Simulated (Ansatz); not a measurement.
Input for Ansatz (development build ahead of 0.2.0):

```yaml
crystal:
  periodic: [false, false, false]
  atoms:
    - { symbol: C, position_ang: [-0.04846, 0.04376, -0.69479] }
    - { symbol: "N", position_ang: [-0.02609, 0.04589, 0.71615] }
    - { symbol: H, position_ang: [0.02255, -1.02189, -1.15463] }
    - { symbol: H, position_ang: [-0.91647, 0.53186, -1.09543] }
    - { symbol: H, position_ang: [0.83738, 0.5599, -1.06143] }
    - { symbol: H, position_ang: [-0.83981, -0.40234, 1.15955] }
    - { symbol: H, position_ang: [0.85895, -0.43628, 1.12659] }
basis:
  gaussian: { orbitals: aug-cc-pVDZ }
hamiltonian:
  xc: hf
correlation:
  method: mp2
  frozen_orbitals: { C: 1, H: 0, "N": 1 }
```

The input is written out in the form of the current development build from the run's settings.

Output:

| Item | Value |
| --- | --- |
| Converged | yes |
| Reference energy | -95.21998 hartree |
| Correlation energy | -0.34476 hartree |
| Total energy | -95.56474 hartree |
| Spin squared of the determinant | 0.000 |
